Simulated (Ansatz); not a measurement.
Kohn–Sham single points on `CCNN`.

```yaml
crystal:
  periodic: [false, false, false]
  atoms:
    - {symbol: C, position_ang: [-0.838411, 1.095500, -0.159737]}
    - {symbol: C, position_ang: [-0.094687, 0.248416, 0.861840]}
    - {symbol: N, position_ang: [0.948046, -0.605562, 0.327930]}
    - {symbol: N, position_ang: [0.427208, -1.554571, -0.578718]}
    - {symbol: H, position_ang: [-1.346365, 0.465346, -0.893476]}
    - {symbol: H, position_ang: [-1.597178, 1.715828, 0.324308]}
    - {symbol: H, position_ang: [-0.153655, 1.763758, -0.692160]}
    - {symbol: H, position_ang: [-0.799220, -0.398227, 1.391545]}
    - {symbol: H, position_ang: [0.377855, 0.893431, 1.610303]}
    - {symbol: H, position_ang: [1.669829, -0.035296, -0.103483]}
    - {symbol: H, position_ang: [0.392533, -1.211835, -1.533911]}
    - {symbol: H, position_ang: [1.014054, -2.376788, -0.554452]}
basis:
  gaussian: {orbitals: def2-TZVPP}
hamiltonian: {xc: pbe0, dispersion: d4}
output: {orbitals: {seedname: orbitals}}
```

```sh
$ ansatz run in.yaml --threads 4 --pin off --events-out ev --progress --plain --max-ram 10444MiB
```

Shortened log:

```
Functional definition: PBE0
1142 factors; their error is unknown
mean field evaluation 1: about -5169.9126 eV, gradient 6.6e1 eV
mean field evaluation 2: about -5164.0852 eV, gradient 8.3e1 eV
mean field evaluation 4: about -5179.4192 eV, gradient 3.3e0 eV
mean field evaluation 8: about -5179.4429 eV, gradient 6.9e-2 eV
mean field evaluation 16: about -5179.4351 eV, gradient 3.1e-5 eV
mean field -5179.43512895 eV, -190.3407302416 hartree, gradient 3.1e-5 eV, S^2 0.000000; 0 other end points of the search recorded, 0 dependent functions left out
reference -5179.43515849 eV, -190.3407313274 hartree; 17, 17 occupied and 219, 219 virtual orbitals, 1142 factors
Total energy: -5179.58327496 eV, -190.3461745072 hartree
```

It took 0.95 s on 4 threads of an AMD EPYC 9R45 on a shared host, with 0.45 GiB of host memory at the peak.

The same input with `hamiltonian: {xc: r2scan, dispersion: d4}` and forces (abridged; 1.6 s):

```
Functional definition: r2SCAN
mean field evaluation 16: about -5182.4285 eV, gradient 5.1e-4 eV
mean field -5182.42846429 eV, -190.4507332866 hartree, gradient 3.3e-5 eV, S^2 0.000000
Total energy: -5182.47391970 eV, -190.4524037421 hartree
Atom 0 force    -0.078856     0.082415    -0.100802 eV/Å
Atom 1 force    -0.106013     0.060559     0.160766 eV/Å
Atom 2 force     0.303240     0.070447     0.250058 eV/Å
Atom 3 force    -0.242917    -0.260461    -0.185229 eV/Å
Atom 4 force     0.011115     0.006576     0.011424 eV/Å
Atom 5 force     0.005550    -0.004953    -0.012494 eV/Å
Atom 6 force    -0.003951    -0.011937     0.005031 eV/Å
Atom 7 force     0.001673    -0.004855    -0.002479 eV/Å
Atom 8 force     0.011303    -0.003667    -0.006549 eV/Å
Atom 9 force     0.040785     0.057751    -0.038391 eV/Å
Atom 10 force     0.017567     0.014967    -0.062449 eV/Å
Atom 11 force     0.040504    -0.006841    -0.018885 eV/Å
Dipole moment:     0.160988     0.154069    -0.265756 e Å
```

The same input with `hamiltonian: {xc: lda}` (abridged; 0.55 s):

```
Functional definition: SPW92
mean field evaluation 16: about -5140.2373 eV, gradient 2.8e-4 eV
mean field -5140.23731542 eV, -188.9002371637 hartree, gradient 6.9e-5 eV, S^2 0.000000
Total energy: -5140.23735263 eV, -188.9002385313 hartree
```

With the line `hamiltonian: {xc: {name: r2SCANh}, dispersion: d4}` (abridged; 1.6 s):

```
Functional definition: r2SCANh
mean field evaluation 16: about -5182.1990 eV, gradient 1.2e-4 eV
mean field -5182.19904004 eV, -190.4423021007 hartree, gradient 4.6e-5 eV, S^2 0.000000
Total energy: -5182.24591494 eV, -190.4440247216 hartree
```

The same input with `hamiltonian: {xc: {name: revPBE}, dispersion: d4}` (abridged; 0.75 s):

```
Functional definition: revPBE
mean field evaluation 16: about -5183.9759 eV, gradient 3.2e-4 eV
mean field -5183.97587197 eV, -190.5075994699 hartree, gradient 3.6e-5 eV, S^2 0.000000
Total energy: -5184.64008878 eV, -190.5320089872 hartree
```

With the line `hamiltonian: {xc: {name: CAM-B3LYP}, dispersion: d4}` (abridged; 1.1 s):

```
Functional definition: CAM-B3LYP
mean field evaluation 16: about -5183.0105 eV, gradient 2.0e-5 eV
mean field -5183.01050142 eV, -190.4721227565 hartree, gradient 2.0e-5 eV, S^2 0.000000
Total energy: -5183.15636829 eV, -190.4774832649 hartree
```
